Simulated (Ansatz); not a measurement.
Ansatz (a quantum-chemistry and plane-wave program) input (r2SCAN/6-311+G**): A basis named .json is the Basis Set Exchange file of that set (core-valence sets with the plain set on hydrogen).

Ansatz 0.2 input:
```yaml
crystal:
  periodic: [false, false, false]
  atoms:
    - {symbol: C, position_ang: [-0.01075073, 0.64443952, -0.00020773]}
    - {symbol: C, position_ang: [1.14148505, -0.05703999, 0.00113003]}
    - {symbol: F, position_ang: [-1.11822560, -0.31777191, -0.00099264]}
    - {symbol: H, position_ang: [1.19675056, -1.15149369, 0.00151889]}
    - {symbol: H, position_ang: [2.08287389, 0.48704365, 0.00188105]}
basis:
  gaussian:
    orbitals: 6-311+G__.json
hamiltonian:
  xc: {name: r2SCAN}
total_charge: -1
magnetization: {spin_polarized: false}
```

Output:

```
Functional definition: r2SCAN
integrals: 0.02 GiB planned
631 factors; their error is unknown
mean field: 0.18 GiB planned
mean field evaluation 1: about -4809.5803 eV, gradient 7.5e1 eV
mean field evaluation 2: about -4784.0965 eV, gradient 1.3e2 eV
mean field evaluation 4: about -4820.3327 eV, gradient 1.1e1 eV
mean field evaluation 8: about -4820.6095 eV, gradient 1.8e-1 eV
mean field evaluation 16: about -4820.5915 eV, gradient 1.4e-5 eV
mean field -4820.59149480 eV, -177.1534699195 hartree, gradient 1.4e-5 eV, S^2 0.000000; 0 other end points of the search recorded, 0 dependent functions left out
reference -4820.59150962 eV, -177.1534704643 hartree; 12, 12 occupied and 66, 66 virtual orbitals, 631 factors
Total energy: -4820.59150962 eV, -177.1534704643 hartree
```
